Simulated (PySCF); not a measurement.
## Computed NMR parameters against published values

Cartesian coordinates in Å; atom numbers follow the order of the lines, from 1:
```xyz
18

C     2.0630   -0.7967    0.5914
C     1.1977   -0.3950   -0.3286
C    -0.2107    0.0867   -0.1117
C    -0.3187    1.5112   -0.6632
C    -1.1536   -0.8259   -0.9017
C    -0.6087    0.0786    1.3575
H     3.0587   -1.1240    0.3160
H     1.8181   -0.8159    1.6473
H     1.5099   -0.4006   -1.3729
H    -1.3457    1.8774   -0.5786
H    -0.0346    1.5468   -1.7183
H     0.3352    2.1926   -0.1142
H    -1.1073   -1.8514   -0.5282
H    -2.1858   -0.4752   -0.8166
H    -0.8892   -0.8404   -1.9624
H    -0.5444   -0.9263    1.7818
H     0.0310    0.7398    1.9470
H    -1.6396    0.4236    1.4684
```

Published estimates (parent shift plus substituent increments) and measurements: δ 13C C3 33.8; C4/C5/C6 29.4 ppm (measured; solution, not stated per compound (mostly CDCl3 or CCl4); Pretsch, Buehlmann, Badertscher, Structure Determination of Organic Compounds, 4th ed. (2009)).
δ 13C C2 149.3; C1 108.5 ppm (estimated from measurements, as parent shift plus tabulated substituent increment; solution, not stated per compound (mostly CDCl3 or CCl4); Pretsch, Buehlmann, Badertscher, Structure Determination of Organic Compounds, 4th ed. (2009)).

[PySCF: structure optimised with PBE0-D3(BJ)/def2-TZVP; σ from GIAO-B97-2/pcSseg-2; in vacuum; relativity neglected; a single conformation; fast rotation and ring inversion assumed for equivalent nuclei]

Question: What does the calculation give, and how does it compare?

Answer: 
Reference values: measured (solution, not stated per compound (mostly CDCl3 or CCl4); Pretsch, Buehlmann, Badertscher, Structure Determination of Organic Compounds, 4th ed. (2009)).
```tsv
atoms	quantity	reference	computed	computed, scaled
C3	δ 13C	33.8	38.0	34.7
C4/C5/C6	δ 13C	29.4	31.1	28.0
```

Reference values: estimated from measurements, as parent shift plus tabulated substituent increment (solution, not stated per compound (mostly CDCl3 or CCl4); Pretsch, Buehlmann, Badertscher, Structure Determination of Organic Compounds, 4th ed. (2009)).
```
atoms  quantity  reference  computed  computed, scaled
   C2     δ 13C      149.3     160.8             153.1
   C1     δ 13C      108.5     115.5             109.4
```

Computed shifts are σ(ref) − σ with the named reference compound (TMS for H and C) calculated as an isolated molecule at the same level. The measured values may be among those fitted. Empirical linear scaling, fitted to shifts measured mostly in CDCl3 for H and C (δ vs TMS): 13C: δ = 176.83 − 0.965σ (rms 2.0 ppm, 507 shifts, 2.1 ppm with the 1 outlier that the fit left out). A few per cent of atoms miss by over 2 rms, more outside the fitted compound classes.

Question: How far are the unscaled 13C shifts from the references?

Answer: Mean signed difference +6.10 ppm, mean absolute 6.10 ppm over 4 comparisons; the largest is +11.5 ppm at C2 (alkene CH).

4 of the 18 published NMR values on file for this molecule are compared. The rest: values from further sources, values whose atom or origin is in doubt.
